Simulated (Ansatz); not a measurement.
# BPO (singlet): geometry optimisation

Where does this start of BPO (singlet) end when it is relaxed?

Program: Ansatz 0.2.0, Gaussian basis. Level of theory: RKS PBE0/def2-TZVP. These are calculated values, not measurements.

## Step 1: The starting structure

3 atoms, charge 0, spin multiplicity 1.

Atoms are counted from 1 here; the program's logs count them from 0.

Bond lengths: O1–B2 1.196 Å, B2–P3 1.838 Å. Angles: O1–B2–P3 180.0°.

As a file:

```mol
BOP
  3D, bonds by distance, orders not assigned

  3  2  0  0  0  0  0  0  0  0999 V2000
    0.0000    0.0000   -1.4104 O   0  0
    0.0000    0.0000   -0.2139 B   0  0
    0.0000    0.0000    1.6243 P   0  0
  1  2  8  0
  2  3  8  0
M  END
```

The start was built by rule and, where that kept it together, relaxed with GFN2-xTB. Sticks and bond lists go by distance. 

## Step 2: The run

Input file in.yaml:

```yaml
crystal:
  periodic: [false, false, false]
  atoms:
    - {symbol: O, position_ang: [0.000000, 0.000000, -1.410360]}
    - {symbol: B, position_ang: [0.000000, 0.000000, -0.213926]}
    - {symbol: P, position_ang: [0.000000, 0.000000, 1.624285]}
basis:
  gaussian: {orbitals: def2-TZVP}
hamiltonian: {xc: pbe0}
relax: {f_tol: 0.004, max_steps: 80}
```

The run is started by

```bash
$ ansatz run in.yaml --threads 1 --pin off --events-out ev --progress --plain --max-ram 2176MiB
```

**Question.** What will these runs give? Wanted: energy gained; shift from the start; total energy; dipole moment.

The runs gave:

| quantity | value |
| --- | --- |
| steps | 5 |
| energy gained | 0.013 eV |
| shift from the start (rms) | 0.009 Å |
| total energy | -12004.7713 eV |
| dipole moment | 2.82 D |

What this shows: The bonds of the start are those of the end. O1–B2 went from 1.196 to 1.213 Å. No vibrations were run, so this is a stationary point, not a proven minimum, and this spin need not be the ground state's.
